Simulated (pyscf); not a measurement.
PySCF, gas phase, ωB97X-D3(BJ)/def2-SVP geometries. Correlated levels are frozen-core, on RHF or UHF. ΔMP2 is the change of the MP2 total energy from the triple- to the quadruple-zeta basis.

**Question.** Estimate by transition-state theory (the high-pressure limit) the rate constant of H₂Al–PH₂ → PH₃ + AlH [singlet] (singlet surface; Al–P, Al–H broken, H–P formed) at 1200 K, with CCSD(T)/def2-TZVPP + ΔMP2(QZVPP) energies (ideal gas, 1 atm, RRHO with modes under 100 cm⁻¹ raised to 100, one conformer, R ln 2 for rigid chiral ones; no tunnelling).

**Answer.** The electronic barrier is 56.3 kcal/mol and the thermal terms add +0.5, so ΔG‡ = 56.7 kcal/mol. With k_BT/h = 2.50e+13 s⁻¹ and RT = 2.385 kcal/mol, k = 1.2e+03 s⁻¹; so small a molecule is far into fall-off at 1 atm, where the true rate is lower. Wigner's tunnelling factor for 1104i cm⁻¹ would be 1.07. A shift of 1 kcal/mol in the barrier changes k by a factor 1.5. On the product side the descent ends in an adduct with a Al–P contact, 11.2 kcal/mol under the separated species and 30.0 kcal/mol under the saddle at ωB97X-D3(BJ)/def2-TZVP. What is counted as broken (Al–P) persists as a longer contact in the product adduct; parting that adduct is a step of its own. At ωB97X-D3(BJ) the barrier from the zero used here is 63.4 kcal/mol. This is the saddle that the search found; another between the same sides may lie lower. A restricted solution here is unstable towards spin polarisation, so biradical character is likely and single-reference numbers are less safe. The CCSD(T) − MP2 part came from Ansatz, without density fitting, on the same reference.
